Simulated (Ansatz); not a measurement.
# H3OPS: one species, many methods

One table from this session's results is given with a row withheld; the runs are named, their logs left out.

Program: Ansatz 0.2.0, Gaussian basis. Level of theory: functionals in def2-TZVPP, the program's frozen cores in correlated methods. These are calculated values, not measurements.

Plan: LDA (SPW92), PBE-D4, revPBE-D4, BLYP-D4, r2SCAN-D4, B97M-V, PBE0-D4, B3LYP-D4, r2SCANh-D4, r2SCAN0-D4, HSE06-D4, BHLYP-D4, CAM-B3LYP-D4, LC-ωPBE, ωB97X-V, ωB97M-V, B2PLYP, PBE-QIDH; CCSD(T)/def2-SVP; CCSD(T)/def2-TZVPP; MP2/def2-QZVPP; extrapolation to the limit; RPA on PBE.

### Structure used throughout

All runs share one geometry, relaxed beforehand with PBE0-D4 in a triple-zeta def2 set.

SMILES `OPS`, 6 atoms, charge 0, spin multiplicity 1.

Atoms are counted from 1 here; the program's logs count them from 0.

Bond lengths: O1–P2 1.647 Å, O1–H4 0.961 Å, P2–S3 2.112 Å, P2–H5 1.417 Å, S3–H6 1.343 Å. Angles: P2–O1–H4 110.2°, O1–P2–S3 105.9°, O1–P2–H5 94.4°, S3–P2–H5 91.7°, P2–S3–H6 94.9°.

The first run:

in.yaml reads:

```yaml
crystal:
  periodic: [false, false, false]
  atoms:
    - {symbol: O, position_ang: [-1.362075, 0.079620, -0.529974]}
    - {symbol: P, position_ang: [0.067982, 0.705542, -0.003595]}
    - {symbol: S, position_ang: [1.401233, -0.927629, 0.125203]}
    - {symbol: H, position_ang: [-1.987046, 0.022031, 0.198108]}
    - {symbol: H, position_ang: [0.527495, 1.032954, -1.302933]}
    - {symbol: H, position_ang: [1.394411, -0.976618, 1.466991]}
basis:
  gaussian: {orbitals: def2-TZVPP}
hamiltonian: {xc: lda}
output: {orbitals: {seedname: orbitals}}
```

Started as:

```console
ansatz run in.yaml --threads 2 --pin off --events-out ev --progress --plain --max-ram 4352MiB
```

Steps of the session up to this table: LDA; PBE-D4 (GGA); revPBE-D4 (GGA); BLYP-D4 (GGA); r2SCAN-D4 (meta-GGA); B97M-V (meta-GGA); B3LYP-D4 (hybrid); r2SCANh-D4 (hybrid); r2SCAN0-D4 (hybrid); HSE06-D4 (hybrid); BHLYP-D4 (hybrid); CAM-B3LYP-D4 (range-separated); LC-ωPBE (range-separated); ωB97X-V (range-separated); ωB97M-V (range-separated); B2PLYP (double hybrid); PBE-QIDH (double hybrid).

One table of the session follows, with a row left open; its other results are not shown here.

It belongs to the step «Frontier levels by functional». 

| functional | HOMO (eV) | gap (eV) |
| --- | --- | --- |
| LDA (SPW92) | -6.10 | 4.72 |
| PBE-D4 | -5.99 | 4.81 |
| revPBE-D4 | -5.95 | 4.85 |
| BLYP-D4 | -5.87 | 4.76 |
| r2SCAN-D4 | -6.24 | 5.36 |
| B97M-V | -6.32 | 5.35 |
| PBE0-D4 | -7.18 | 6.88 |
| B3LYP-D4 | -6.98 | 6.41 |
| r2SCANh-D4 | ? | ? |
| r2SCAN0-D4 | -7.34 | 7.23 |
| HSE06-D4 | -6.78 | 6.10 |
| BHLYP-D4 | -8.26 | 8.81 |
| CAM-B3LYP-D4 | -8.49 | 9.16 |
| LC-ωPBE | -9.81 | 11.71 |
| ωB97X-V | -9.47 | 11.22 |
| ωB97M-V | -9.31 | 10.80 |

Estimate the missing values for r2SCANh-D4.

Worked estimate for «HOMO (eV)». Against the share of exact exchange, r2SCAN-D4 (0, -6.24), r2SCAN0-D4 (0.25, -7.34) give a slope of -4.40 per unit share; at 0.1 the line stands at -6.68.

**Answer.** HOMO (eV): -6.68; gap (eV): 6.12. In «HOMO (eV)» the line misses by 0.00.
